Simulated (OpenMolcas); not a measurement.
**O2 (oxygen): the vertical energy of the singlet above the triplet from total energies**

O2 has 2 atoms, charge 0, and is taken as a triplet. SMILES: `O=O`. Geometry: relaxed at PBE0-D4/def2-TZVP.

```xyz
2

O     0.5095   -0.1648    0.2625
O    -0.5095    0.1648   -0.2625
```

Both states at this one shape; open shells run unrestricted unless said. 1 Eh = 27.2114 eV.

```tsv
level	program	triplet O2 (Eh)	singlet O2 (Eh)
UBMK/STO-3G	OpenMolcas	-148.157112	-148.091994
UBMK/6-31G	OpenMolcas	-150.196710	-150.135228
UBMK/6-311++G**	OpenMolcas	-150.295364	-150.235321
```

Problem. Work out the vertical gap, second state less first, at each level.

Solution. 
1. UBMK/STO-3G: -148.091994 − (-148.157112) = 0.065118 Eh = 1.77 eV.
2. UBMK/6-31G: -150.135228 − (-150.196710) = 0.061482 Eh = 1.67 eV.
3. UBMK/6-311++G**: -150.235321 − (-150.295364) = 0.060043 Eh = 1.63 eV.

No measured value is set beside it here; the levels span 1.63 to 1.77 eV. Minimal sets are far from the basis-set limit.
